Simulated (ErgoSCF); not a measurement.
**BH3O (SMILES BO): levels of theory compared**

Wanted: a comparison of 6 runs (HF/STO-3G, HF/3-21G, HF/def2-SVP, SVWN5/3-21G, B3LYP/6-31G*, PBE0/def2-SVP) of BH3O. 

Program for the calculation: ErgoSCF 3.8.

3 further runs of the same task are left out: 1 that didn't finish, 2 set aside as unsound or not needed.

## Step 1: The molecule

BH3O: 5 atoms, total charge 0, spin state singlet. SMILES: `BO`. Geometry: relaxed at PBE0-D4/def2-TZVP.

Bond lengths: B1–O2 1.348 Å, B1–H3 1.196 Å, B1–H4 1.202 Å, O2–H5 0.961 Å. Angles: B1–O2–H5 113.5°, O2–B1–H3 116.8°, O2–B1–H4 120.7°, H3–B1–H4 122.5°.

## Step 2: A single-point energy at HF/STO-3G (run 1)

Input file input.ego:

```
set_nthreads(1)
molecule_inline Angstrom
B     -0.226600    -0.352800     0.074700
O      0.413500     0.801800     0.345900
H     -0.820300    -0.865500     0.977800
H     -0.190600    -0.828900    -1.028100
H      0.874000     1.171800    -0.411700
EOF
scf.output_mulliken_pop = 1
charge = 0
scf.max_number_of_iterations = 120
scf.use_diagonalization = 1
tmpdir = "."
basis = "STO-3G"
run "HF"
```

The basis set STO-3G is read from a file made from the Basis Set Exchange's data (not shown).

Run with:

```bash
$ ergo < input.ego
```

What it wrote:

```text
[...]
INSC SCF_general constructor, number of basis functions: 13
[...]
INSC Energy   1 =        -78.12742768062
[...]
INDE E_LUMO =          0.30662457031
[...]
INSC Energy  11 =        -99.98361442809  ( diff     -0.000000000001677 )
[...]
RESC CONVERGED after  11 iterations.
RESC FINAL ENERGY:        -99.98361442809
[...]
INSC SCF: dipole_moment_x [atomic units] =       0.28157579
INSC SCF: dipole_moment_y [atomic units] =       0.21372773
INSC SCF: dipole_moment_z [atomic units] =      -0.48951513
[...]
```

Wall time 0.69 s (1 thread of AMD EPYC 7B13 (Zen 3), shared host); peak memory 0.26 GiB.

## Step 3: A single-point energy at HF/3-21G (run 2)

Input file job.ego:

```
set_nthreads(1)
molecule_inline Angstrom
B       -0.226600      -0.352800       0.074700
O        0.413500       0.801800       0.345900
H       -0.820300      -0.865500       0.977800
H       -0.190600      -0.828900      -1.028100
H        0.874000       1.171800      -0.411700
EOF
scf.use_diagonalization = 1
tmpdir = "."
scf.max_number_of_iterations = 120
scf.output_mulliken_pop = 1
basis = "3-21G"
run "HF"
```

The basis set 3-21G is read from a file made from the Basis Set Exchange's data (not shown).

Run with:

```bash
$ ergo job.ego
```

What it wrote:

```text
[...]
INSC SCF_general constructor, number of basis functions: 24
[...]
INSC Energy   1 =        -57.74708159373
[...]
INDE E_LUMO =          0.14376449080
[...]
INSC Energy  13 =       -100.76010940413  ( diff     -0.000000000000313 )
[...]
RESC CONVERGED after  13 iterations.
RESC FINAL ENERGY:       -100.76010940413
[...]
INSC SCF: dipole_moment_x [atomic units] =       0.30825281
INSC SCF: dipole_moment_y [atomic units] =       0.16383550
INSC SCF: dipole_moment_z [atomic units] =      -0.68094197
[...]
```

Run time: 0.79 s. Hardware: 1 thread of AMD EPYC 7B13 (Zen 3), shared host; peak memory 0.26 GiB.

Run 3 isn't shown in full; the table further down has it.

## Step 4: A single-point energy at SVWN5/3-21G (run 4)

Input file geom.xyz:

```xyz
5

B     -0.226600    -0.352800     0.074700
O      0.413500     0.801800     0.345900
H     -0.820300    -0.865500     0.977800
H     -0.190600    -0.828900    -1.028100
H      0.874000     1.171800    -0.411700
```

Input file ergo.in:

```
set_nthreads(1)
molecule "geom.xyz"
XC.angint = 41
XC.radint = 1e-11
tmpdir = "."
scf.max_number_of_iterations = 120
scf.use_diagonalization = 1
scf.output_mulliken_pop = 1
XC.sparse_mode = 0
basis = "3-21G"
run "SVWN5"
```

The basis set 3-21G is read from a file made from the Basis Set Exchange's data (not shown).

Run with:

```bash
$ ergo ergo.in
```

What it wrote:

```text
[...]
INSC SCF_general constructor, number of basis functions: 24
[...]
INSC Energy   1 =        -60.41840420561
[...]
INDE E_LUMO =         -0.04121732419
[...]
INSC Energy  28 =       -100.48612322148  ( diff     -0.000000000000426 )
[...]
RESC CONVERGED after  28 iterations.
RESC FINAL ENERGY:       -100.48612322148
[...]
INSC SCF: dipole_moment_x [atomic units] =       0.42125457
INSC SCF: dipole_moment_y [atomic units] =       0.38501528
INSC SCF: dipole_moment_z [atomic units] =      -0.59698475
[...]
```

It took 2.7 s on 1 thread of AMD EPYC 7B13 (Zen 3), shared host; peak memory 0.26 GiB.

Run 5 isn't shown in full; the table further down has it.

## Step 5: A single-point energy at PBE0/def2-SVP (run 6)

geom.xyz: that of step 4 with these lines changed.

```diff
@@ -1,3 +1,3 @@
 5
-
+BH3O
 B     -0.226600    -0.352800     0.074700
```

Input file run.inp:

```
set_nthreads("env")
molecule "geom.xyz"
spin_polarization = 0
scf.use_diagonalization = 1
scf.max_number_of_iterations = 120
scf.output_mulliken_pop = 1
XC.radint = 1e-11
basis = "def2-SVP"
charge = 0
XC.angint = 41
tmpdir = "."
XC.sparse_mode = 0
run "PBE0"
```

The basis set def2-SVP is read from a file made from the Basis Set Exchange's data (not shown).

Run with:

```bash
$ ergo run.inp
```

What it wrote:

```text
[...]
INDF Weighted mixed functional:
[...]
INSC Energy   1 =        -36.92097165138
[...]
INDE E_LUMO =         -0.00588168207
[...]
INSC Energy  24 =       -101.70667689949  ( diff     -0.000000000000284 )
[...]
RESC CONVERGED after  24 iterations.
RESC FINAL ENERGY:       -101.70667689949
[...]
INSC SCF: dipole_moment_x [atomic units] =       0.32834167
INSC SCF: dipole_moment_y [atomic units] =       0.27110559
INSC SCF: dipole_moment_z [atomic units] =      -0.52539120
[...]
```

Wall time 8.7 s (1 thread of AMD EPYC 7B13 (Zen 3), shared host); peak memory 0.26 GiB.

## Step 6: Overview of the runs

```tsv
run	level	integration grid	radint	energy (Eh)	dipole moment (D)	wall time
1	HF/STO-3G	–	–	-99.983614	1.53	0.69 s
2	HF/3-21G	–	–	-100.760109	1.94	0.79 s
3	HF/def2-SVP	–	–	-101.249810	1.69	3.3 s
4	SVWN5/3-21G	Turbo	1e-11	-100.486123	2.10	2.7 s
5	B3LYP/6-31G* (spherical functions)	Turbo	1e-11	-101.904695	1.71	3.9 s
6	PBE0/def2-SVP	Turbo	1e-11	-101.706677	1.72	8.7 s
```

## Step 7: Results

| quantity | value |
| --- | --- |
| run 6: total energy | -101.70668 Eh |
| run 6: dipole moment | 1.72 D |

The dipole moment (its size) runs from 1.53 D (HF/STO-3G) to 2.10 D (SVWN5/3-21G). The two ends differ in method and basis. Totals of different functionals can't be ranked against each other. In run 1 the basis is minimal, so the values are rough. All runs together took 20 s, the longest 8.7 s.
